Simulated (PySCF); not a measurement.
**How well do the runs reproduce experiment for C5H10O?**

**What was measured.**

From NIST CCCBDB Release 22 (SRD 101), experimental dipoles, for the gas: dipole moment 1.74 D.

The runs below try to reproduce these values; the comparison stands at the end.

C5H10O.
Atom-mapped SMILES: `[CH2:1]1[CH2:2][CH2:3][O:4][CH2:5][CH2:6]1` (hydrogens: H7, H8 on C1; H9, H10 on C2; H11, H12 on C3; H13, H14 on C5; H15, H16 on C6)

Cartesian coordinates in Å at the PBE0-D3(BJ)/def2-TZVP level; atoms count from 1:
```
atom  x, y, z in Å
C1    -0.3499    0.5879    1.0392
C2    -1.3521   -0.1618    0.1718
C3    -0.6424   -1.2220   -0.6497
O4     0.3939   -0.6761   -1.4337
C5     1.3778   -0.0521   -0.6405
C6     0.8052    1.0874    0.1821
H7     0.0384   -0.0902    1.8093
H8    -0.8323    1.4169    1.5637
H9    -2.1282   -0.6320    0.7833
H10   -1.8512    0.5366   -0.5084
H11   -0.2299   -1.9956    0.0197
H12   -1.3278   -1.7116   -1.3445
H13    1.8397   -0.7974    0.0287
H14    2.1477    0.3019   -1.3289
H15    1.5943    1.5256    0.8008
H16    0.4518    1.8698   -0.4982
```

The PySCF runs (gas phase, on this PBE0-D3(BJ)/def2-TZVP geometry; no spin–orbit coupling):

```
                              level                                                              job  basis functions  wall time
PBE0-D3(BJ)/def2-TZVP, grid level 2     geometry optimisation from a GFN2-xTB start shaken at random              246    3.5 min
                     B97-2/pcSseg-2                               shieldings, ring-centre shieldings              356       63 s
                       KT3/pcSseg-2                               shieldings, ring-centre shieldings              356       87 s
                      PBE0/pcSseg-2  shieldings, ring-centre shieldings, charges and field gradients              356       68 s
                   wB97X-D/pcSseg-2                               shieldings, ring-centre shieldings              356       82 s
```

Hardware: an Arm Neoverse V1 with one thread, shared host.

Results beside the measurements:

**Dipole moment.** Measured: 1.74 D (NIST CCCBDB Release 22 (SRD 101), experimental dipoles).

```json
{"level": "PBE0-D3(BJ)/def2-TZVP", "computed (D)": "1.43", "computed − measured (D)": "-0.31", "% (from the printed values)": "-18"}
{"level": "B97-2/pcSseg-2", "computed (D)": "1.46", "computed − measured (D)": "-0.28", "% (from the printed values)": "-16"}
{"level": "KT3/pcSseg-2", "computed (D)": "1.35", "computed − measured (D)": "-0.39", "% (from the printed values)": "-22"}
{"level": "PBE0/pcSseg-2", "computed (D)": "1.47", "computed − measured (D)": "-0.27", "% (from the printed values)": "-16"}
{"level": "wB97X-D/pcSseg-2", "computed (D)": "1.51", "computed − measured (D)": "-0.23", "% (from the printed values)": "-13"}
```

Closest is wB97X-D/pcSseg-2 (-0.23 D), furthest KT3/pcSseg-2 (-0.39 D); one molecule doesn't rank methods. All 5 levels lie below the measurement. The computed dipoles belong to one fixed geometry; measured ones are averaged over vibrations unless marked μe. Magnitudes are compared, not signs.

The geometry is computed, not the measured one. Where a level misses, the cause wasn't examined.
